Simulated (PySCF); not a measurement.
## Gas-phase XPS of `C[C@@H]1C[C@H]1[S-]`, computed

C4H7S (charge -1).
Cartesian coordinates in Å at the PBE0-D3(BJ)/def2-SVP level; atoms count from 1:
```xyz
12
C4H7S angstrom
C      1.7453   -0.1131   -0.0436
C      0.3293   -0.0532    0.4623
C     -0.7807   -0.7105   -0.3133
C     -0.7232    0.8027   -0.2093
S     -1.9221    1.7351    0.7158
H      2.2518   -1.0644    0.2110
H      2.3584    0.7089    0.3679
H      1.7708   -0.0180   -1.1426
H      0.2169   -0.0747    1.5525
H     -0.5175   -1.2081   -1.2583
H     -1.5912   -1.1836    0.2498
H     -0.3405    1.2683   -1.1361
```

Theory: delta-SCF UKS SCAN, pcX-2 on the ionised atom, pcseg-1 elsewhere, spin-free X2C in PySCF. Binding energies are ΔSCF values: E(core-ionised, relaxed orbitals) − E(ground state) at a fixed geometry, referred to the vacuum level.

Task: List the computed XPS lines with their assignment.

Result: 
```json
{"atom(s)": "S5", "environment": "thiolate sulfur", "level": "S 1s", "binding energy (eV)": "2468.74", "above the level's lowest (eV)": "0.00", "count": "1"}
{"atom(s)": "C1", "environment": "methyl carbon", "level": "C 1s", "binding energy (eV)": "286.87", "above the level's lowest (eV)": "+1.29", "count": "1"}
{"atom(s)": "C2", "environment": "three-membered-ring carbon", "level": "C 1s", "binding energy (eV)": "285.73", "above the level's lowest (eV)": "+0.15", "count": "1"}
{"atom(s)": "C4", "environment": "sp3 carbon bound to sulfur", "level": "C 1s", "binding energy (eV)": "285.64", "above the level's lowest (eV)": "+0.06", "count": "1"}
{"atom(s)": "C3", "environment": "three-membered-ring carbon", "level": "C 1s", "binding energy (eV)": "285.58", "above the level's lowest (eV)": "0.00", "count": "1"}
```

Lowest listed C 1s: C3, bonded to 2 C and 2 H. Highest, 1.29 eV above it: C1, bonded to C and 3 H. The widest gap between neighbouring values is 1.14 eV, between 285.73 and 286.87 eV.

Task: Which photon energy gives electrons from C 1s of C1 a kinetic energy of 50 eV, and what is their de Broglie wavelength?

Result: hν = 286.87 + 50 = 336.87 eV, recoil neglected; λ = 12.264 Å/√(E/eV) = 1.73 Å.

Task: Which effective nuclear charge Zeff reproduces each element's mean 1s value in the hydrogen-like formula E = 13.606 eV × Zeff²?

Result: C (Z = 6): mean 286.0 eV, Zeff = 4.58, Z − Zeff = 1.42; S (Z = 16): mean 2468.7 eV, Zeff = 13.47, Z − Zeff = 2.53. Means run over the listed sites, weighted by atom count.

Not every level is listed. The species carries charge -1, so core ionisation leaves a neutral species. The basis sets have no added diffuse functions. Isolated species at its PBE0-D3(BJ)/def2-SVP geometry, gas phase. The geometry's basis has no diffuse functions, a weakness for an anion.
